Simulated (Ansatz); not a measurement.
# AlH₃OS (built from SMILES [OH][AlH][SH]): a barrier at many levels of theory

Aim: the barrier and energy of one elementary step (O2–H4 formed, Al1–O2 loosened, S3–H4 broken) from LDA up to coupled cluster, on fixed structures, to see where each rung fails.

Computed with Ansatz 0.2.0, Gaussian basis. Level: single points in def2-TZVPP on PBE0-D4/def2-TZVP structures.

Levels: SPW92, PBE-D4, BLYP-D4, r2SCAN-D4, B97M-V, PBE0-D4, B3LYP-D4, r2SCAN0-D4, BHLYP-D4, CAM-B3LYP-D4, wB97X-V, wB97M-V, B2PLYP, PBE-QIDH, RPA on PBE, Hartree-Fock, MP2, CCSD, CCSD(T). The reference is CCSD(T) at the basis limit, from triple and quadruple zeta. Zero-point energies come from PBE0-D4 vibrations.

Cores are frozen in the correlated methods. B3LYP uses VWN-RPA correlation. B2PLYP carries no dispersion term here.

42 further runs of the same task are left out: 42 set aside as unsound or not needed.

**1. Start, saddle and end, as given**

Charge 0, multiplicity 1. The folders r, ts and p hold the start, the saddle and the end; their coordinates stand in the first inputs.

```tsv
pair	r (Å)	ts (Å)	p (Å)
O2–H4	2.976	1.170	0.983
Al1–O2	1.693	1.853	1.961
S3–H4	1.345	1.805	2.567
```

**2. SPW92/def2-TZVPP**

Input file r/in.yaml:

```yaml
crystal:
  periodic: [false, false, false]
  atoms:
    - {symbol: Al, position_ang: [-0.403112, 0.356419, -0.149651]}
    - {symbol: O, position_ang: [0.701886, 0.309137, 1.132705]}
    - {symbol: S, position_ang: [-0.300938, -1.287496, -1.569554]}
    - {symbol: H, position_ang: [0.710802, -1.866908, -0.898094]}
    - {symbol: H, position_ang: [-1.457994, 1.512994, -0.330895]}
    - {symbol: H, position_ang: [0.749258, 0.975955, 1.815488]}
basis:
  gaussian: {orbitals: def2-TZVPP}
hamiltonian: {xc: lda}
```

Input file ts/in.yaml:

```yaml
crystal:
  periodic: [false, false, false]
  atoms:
    - {symbol: Al, position_ang: [-0.651689, 0.376132, -0.505787]}
    - {symbol: O, position_ang: [0.805019, 0.164359, 0.620532]}
    - {symbol: S, position_ang: [-0.223745, -1.468755, -1.359434]}
    - {symbol: H, position_ang: [0.761605, -0.835167, 0.014143]}
    - {symbol: H, position_ang: [-1.509303, 1.680609, -0.348972]}
    - {symbol: H, position_ang: [0.818013, 0.082922, 1.579518]}
basis:
  gaussian: {orbitals: def2-TZVPP}
hamiltonian: {xc: lda}
```

Input file p/in.yaml:

```yaml
crystal:
  periodic: [false, false, false]
  atoms:
    - {symbol: Al, position_ang: [-0.715524, 0.273741, -0.637837]}
    - {symbol: O, position_ang: [0.787106, 0.136025, 0.613872]}
    - {symbol: S, position_ang: [-0.453018, -1.479501, -1.639371]}
    - {symbol: H, position_ang: [1.023541, -0.778622, 0.340618]}
    - {symbol: H, position_ang: [-1.420191, 1.627276, -0.251830]}
    - {symbol: H, position_ang: [0.777985, 0.221180, 1.574549]}
basis:
  gaussian: {orbitals: def2-TZVPP}
hamiltonian: {xc: lda}
```

One command serves all of them, each in its own folder.

The run is started by

```bash
ansatz run in.yaml --threads 2 --pin off --events-out ev --progress --plain --max-ram 4352MiB
```

After this run come: PBE-D4/def2-TZVPP; BLYP-D4/def2-TZVPP; r2SCAN-D4/def2-TZVPP; B97M-V/def2-TZVPP; PBE0-D4/def2-TZVPP; B3LYP-D4/def2-TZVPP; r2SCAN0-D4/def2-TZVPP; BHLYP-D4/def2-TZVPP; CAM-B3LYP-D4/def2-TZVPP; wB97X-V/def2-TZVPP; wB97M-V/def2-TZVPP; B2PLYP/def2-TZVPP; PBE-QIDH/def2-TZVPP; RPA on PBE/def2-TZVPP; CCSD(T)/def2-TZVPP; MP2/def2-QZVPP; Vibrations of the start structure; Vibrations of the end structure.

**Question.** What will these runs give? Wanted: barrier, CCSD(T)/CBS; reverse barrier, CCSD(T)/CBS; step energy, CCSD(T)/CBS; barrier with zero-point energy; step energy with zero-point energy; imaginary mode at the saddle; largest T1 diagnostic.

The runs gave:

```
                          quantity           value
              barrier, CCSD(T)/CBS   37.8 kcal/mol
      reverse barrier, CCSD(T)/CBS    5.0 kcal/mol
          step energy, CCSD(T)/CBS  +32.7 kcal/mol
    barrier with zero-point energy   36.9 kcal/mol
step energy with zero-point energy  +34.8 kcal/mol
      imaginary mode at the saddle       998i cm⁻¹
             largest T1 diagnostic           0.014
```

**Reading.** B2PLYP is the best functional here (-0.2 kcal/mol from CCSD(T)/CBS); SPW92 is the worst (-11.8 kcal/mol). Mean unsigned error by rung: LDA 11.8, GGA 5.1, meta-GGA 2.5, hybrid 2.4, range-separated hybrid 0.8, double hybrid 0.6 kcal/mol. PBE-D4 gives a barrier 7.0 kcal/mol too low, outside chemical accuracy (1 kcal/mol). Every functional without exact exchange puts the forward barrier too low. The barrier rises with the share of exact exchange, from BLYP-D4 through B3LYP-D4 to BHLYP-D4 (-3.3, -0.9, +3.1 kcal/mol). Hartree-Fock, with no correlation, is off by +11.0 kcal/mol. Zero-point motion lowers the barrier by 0.9 kcal/mol.
